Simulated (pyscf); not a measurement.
Optimised with ωB97X-D3(BJ)/def2-SVP in PySCF.

**Question.** PBE/def2-TZVP puts the barrier of `[CH4]` + `[OH][ZnH]` → `[CH3][ZnH]` + `[OH2]` (four-centre exchange; singlet surface; C–H, O–Zn broken, C–Zn, H–O formed) at 133.2 kJ/mol and the reaction energy at +70.9 kJ/mol, from the separated reactants. What do r²SCAN/def2-TZVP, B3LYP-D3(BJ)/def2-TZVP, ωB97M-D3(BJ)/def2-TZVP give on the same structures?

**Answer.** r²SCAN: ΔE‡ = 132.7 kJ/mol, ΔE = +77.0 kJ/mol; B3LYP-D3(BJ): ΔE‡ = 149.5 kJ/mol, ΔE = +75.4 kJ/mol; ωB97M-D3(BJ): ΔE‡ = 144.6 kJ/mol, ΔE = +69.8 kJ/mol. PBE's barrier matches one of them and lies within 16.3 kJ/mol of the others. Its reaction energy lies among theirs. On the product side the descent ends in a complex, 32.7 kJ/mol under the separated species and 104.7 kJ/mol under the saddle at ωB97X-D3(BJ)/def2-TZVP. One saddle was located; it need not be the lowest between these sides. Elements up to Kr have no core potential and no relativistic terms here.
